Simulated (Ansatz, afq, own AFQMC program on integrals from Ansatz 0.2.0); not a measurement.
**Atomization energy of CH3Al, singlet**

| atom | x (Å) | y (Å) | z (Å) |
| --- | --- | --- | --- |
| Al | -0.7408 | 0.0064 | 0.0050 |
| C | 1.2474 | -0.0108 | -0.0084 |
| H | 1.6463 | -1.0338 | -0.0061 |
| H | 1.6655 | 0.4997 | 0.8692 |
| H | 1.6535 | 0.4910 | -0.8966 |

Connectivity, by distances: Al–CH3.

Atoms in their ground-state spins without spin–orbit coupling (mostly on UHF) minus the molecule (RHF), without zero-point energy. The geometry is a stationary point, not shown to be a minimum.

Basis cc-pVDZ. Only valence electrons are correlated. Integrals, coupled cluster, full CI and functionals: Ansatz 0.2.0; the random walks run on the same integrals in our own AFQMC program. The CISD trial takes its coefficients from CCSD amplitudes. Released means that phaseless walkers are propagated on without the constraint, phases kept. Free projection: walkers drawn from exp(T), propagated without any constraint. Its projection time is finite, and what remains of the start isn't in its error. Error bars are statistical, one sigma. The errors of all members are added in quadrature.

No full CI on the walks' own integrals is used here; CCSDT(Q) serves as the reference and is uncertain by about the last step of the cluster series. Each member takes its own surest rung, up to full CI.

The best estimate is CCSD(T) at the basis-set limit (CBS: def2-TZVPP and def2-QZVPP, with their diffuse functions for anions and beside diffuse sets, CCSD(T) itself extrapolated) plus the step from CCSD(T) to CCSDT(Q) in cc-pVDZ. Rows without CBS are in cc-pVDZ, the functionals in def2-TZVP; B2PLYP and the wave-function rows carry a basis error of their own. Core correlation and relativity beyond core potentials are missing, and ± holds the sampling alone.

Cautions: CH₃Al (singlet): restricted determinant unstable towards unrestricted (UHF 5 meV lower, ⟨S²⟩ 0.10); other spins of the molecule weren't checked.

```tsv
level	atomization energy (kcal/mol)
MP2	351.4
B2PLYP	374.1
CCSD	348.4
```

(1) From these cheaper values, estimate the atomization energy at the level of the best estimate.

(1) 380.5 kcal/mol (best estimate, highest rung CCSDT(Q)).

```
                  level  atomization energy (kcal/mol)  error against the best estimate (kcal/mol)
                     HF                          279.4                                      -101.1
                CCSD(T)                          351.1                                       -29.4
          ph-AFQMC/CISD                    352.1 ± 0.4                                 -28.4 ± 0.4
         released AFQMC                    351.2 ± 0.4                                 -29.2 ± 0.4
             free AFQMC                    351.6 ± 0.3                                 -28.9 ± 0.3
                 HF/CBS                          286.8                                       -93.7
                MP2/CBS                          381.1                                         0.6
            CCSD(T)/CBS                          380.3                                        -0.2
                    PBE                          380.9                                         0.4
                 r2SCAN                          377.8                                        -2.7
                   PBE0                          377.2                                        -3.2
                  B3LYP                          377.3                                        -3.2
                wB97M-V                          381.7                                         1.2
surest rungs in cc-pVDZ                          351.3                                       -29.1
```

Correlation beyond CCSD(T) adds 0.2 kcal/mol. Going to the basis-set limit adds 29.2 kcal/mol at CCSD(T). The perturbative (T) step is worth +2.7 kcal/mol. The functionals spread over 7.6 kcal/mol; PBE and wB97M-V come nearest and B2PLYP is 6.3 kcal/mol too low.

Best estimates are given only where the step beyond CCSD(T) is under 0.3 eV and no member's determinant is very poor (T1 over 0.05, or 0.07 for open shells, ⟨S²⟩ too high by 0.3, two states mixed), so the hardest cases are missing from such tables.

The functionals ran in a triple-zeta set and keep a basis error of their own, a few kJ/mol for each bond in atomization energies and more for double hybrids, so close places among them and the extrapolated levels can swap.

Free projections are given only where their last times agree within the noise and don't stop above the reference; a slow remainder of the start can still hide under it. Each member of a difference takes its own highest rung, so a best estimate needn't equal the limit plus the step of one row. A walk keeps the symmetry of its determinant, which the program's search chose and which needn't be the lowest solution, so a lower state of the same spin and another symmetry isn't excluded. Released energies are given only where the last usable release times agree within the noise; a slower fall can still hide under it.
